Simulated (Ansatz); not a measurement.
**hcp Co: polycrystal shear modulus by level of theory**

No measured value is used here.

```csv
level (code),value (GPa),cell (Å³/atom)
LDA (Ansatz),135,10.01
PBE (Ansatz),104,10.86
revPBE (Ansatz),95.5,11.08
PBE-D3(BJ) (Ansatz),117,10.55
```

Spin-polarised runs: LDA (parallel moments), PBE (parallel moments), revPBE (parallel moments), PBE-D3(BJ) (parallel moments). PBE-D3(BJ): the dispersion coefficients are held fixed in the derivatives. Each level is taken at its own relaxed cell. Ansatz's density-functional and Hartree–Fock values are scalar-relativistic unless marked +SOC, with PAW data made under PBE.

Ansatz is a quantum-chemistry and plane-wave program.
